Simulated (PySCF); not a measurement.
Gas-phase reaction: 3 C2H6 + 2 CH → 2 C4H10 (n-butane)

Energies from PySCF, thermal terms from the rigid-rotor harmonic-oscillator model, ideal gas at 1 bar. Table values come from the NASA 1993 polynomials. † marks an energy on the PBE0/def2-TZVP geometry and frequencies. Open shells (unrestricted): CH (multiplicity 2); the rest are closed-shell singlets. Spin-orbit splitting is ignored; it lowers the true energy and changes the entropy of CH. The table's entry may be an old estimate for CH (not checked at source). Warning, spin contamination: CH (BLYP/def2-TZVP†, r2SCAN/def2-TZVP†).

r2SCAN/def2-TZVP† gives ΔH°(298 K) = -1207.1 kJ.

### Question
What does BLYP/def2-TZVP† give, and where does the table lie?

### Answer
BLYP/def2-TZVP†: -1114.4 kJ. Table: -1194.7 kJ.
